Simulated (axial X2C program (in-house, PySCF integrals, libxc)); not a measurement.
Density and ELF of NO

Calculated with an in-house relativistic program for diatomic molecules. Spin-free means the one-electron spin-free X2C Hamiltonian. Basis: O dyall-av3z [7s6p3d2f], N dyall-av3z [7s7p3d2f] (cores contracted in-house); Gaussian nuclei, density fitting, unrestricted open shells. Masses: O 15.995 u, N 14.003 u.

PBE0, scalar-relativistic, state M_S = 1/2, Λ = 1 (beyond evenly filled blocks: π+α); O at z = 0, N at z = 1.141 Å.

The maps cover the half plane through the axis: z from -2.4 to 3.0 Å along the bond, ρ from 0.15 to 2.25 Å away from it.

log10 of the density in e/bohr³:

```
 ρ\z  -2.4  -1.8  -1.2  -0.6   0.0   0.6   1.2   1.8   2.4   3.0
0.15  -4.5  -3.3  -2.0  -0.6   0.7  -0.2   0.6  -0.8  -2.0  -3.2
0.45  -4.6  -3.4  -2.1  -0.9  -0.3  -0.6  -0.4  -1.0  -2.1  -3.3
0.75  -4.7  -3.6  -2.4  -1.4  -0.9  -1.1  -1.0  -1.4  -2.4  -3.4
1.05  -4.9  -3.8  -2.8  -2.0  -1.6  -1.6  -1.6  -1.9  -2.7  -3.6
1.35  -5.1  -4.1  -3.2  -2.5  -2.2  -2.2  -2.2  -2.4  -3.1  -3.9
1.65  -5.3  -4.4  -3.6  -3.1  -2.8  -2.8  -2.7  -2.9  -3.5  -4.2
1.95  -5.6  -4.8  -4.1  -3.6  -3.4  -3.4  -3.3  -3.4  -3.9  -4.5
2.25  -5.9  -5.2  -4.6  -4.2  -4.0  -3.9  -3.8  -3.9  -4.3  -4.9
```

Electron localisation function (collinear form, no current term, damped to 0 at low density):

```
 ρ\z  -2.4  -1.8  -1.2  -0.6   0.0   0.6   1.2   1.8   2.4   3.0
0.15  0.00  0.02  0.47  0.89  0.42  0.84  0.64  0.93  0.71  0.07
0.45  0.00  0.02  0.40  0.87  0.81  0.70  0.72  0.92  0.66  0.05
0.75  0.00  0.01  0.28  0.78  0.79  0.47  0.83  0.88  0.53  0.03
1.05  0.00  0.00  0.16  0.57  0.56  0.25  0.68  0.76  0.34  0.01
1.35  0.00  0.00  0.06  0.29  0.26  0.10  0.42  0.51  0.15  0.00
1.65  0.00  0.00  0.01  0.10  0.07  0.03  0.18  0.23  0.04  0.00
1.95  0.00  0.00  0.00  0.01  0.01  0.01  0.05  0.05  0.01  0.00
2.25  0.00  0.00  0.00  0.00  0.00  0.00  0.01  0.00  0.00  0.00
```

Axial spin density in 10⁻³ e/bohr³:

```
 ρ\z  -2.4  -1.8  -1.2  -0.6    0.0   0.6    1.2   1.8   2.4   3.0
0.15   0.0   0.0  -0.2  -1.0  127.0  -1.3  126.7  -2.8  -0.6  -0.1
0.45   0.0   0.0   0.0   4.4   49.8  -0.1   85.2   5.5  -0.1   0.0
0.75   0.0   0.0   0.2   3.0    8.8  -0.3   24.5   5.2   0.2   0.0
1.05   0.0   0.0   0.2   1.1    1.2  -0.3    6.3   2.6   0.3   0.0
1.35   0.0   0.0   0.1   0.4    0.1  -0.1    1.6   1.0   0.2   0.0
1.65   0.0   0.0   0.0   0.1    0.0   0.0    0.5   0.4   0.1   0.0
1.95   0.0   0.0   0.0   0.0    0.0   0.0    0.1   0.1   0.1   0.0
2.25   0.0   0.0   0.0   0.0    0.0   0.0    0.0   0.1   0.0   0.0
```

The state is one determinant whose occupation by symmetry is held fixed; it was picked as the lowest of a PBE0 search that is not exhaustive. Without a current term, density functionals place determinants with orbital angular momentum somewhat too high.
